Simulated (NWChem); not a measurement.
formamide (CH3NO); SMILES NC=O

```xyz
6

N     -0.1838     1.0729     0.0000
C      0.3844    -0.1567     0.0000
O     -0.2170    -1.2023     0.0000
H     -1.1937     1.1499     0.0000
H      0.3750     1.9139     0.0000
H      1.5020    -0.1003     0.0000
```
Atoms are numbered in this order, from 1.

Results from NWChem. Pople sets run with spherical d functions. The geometry was optimised at PBE0/def2-SVP. Level: PBE/6-31G* with COSMO at NWChem's default radii, gas-phase geometry; rows give the dielectric constant.

```csv
dielectric constant,electrostatic solvation energy (kcal/mol),dipole in solution (D)
2.0,-4.0,4.16
2.4,-4.7,4.24
7.6,-7.5,4.58
37.5,-8.6,4.71
78.4,-8.8,4.73
```
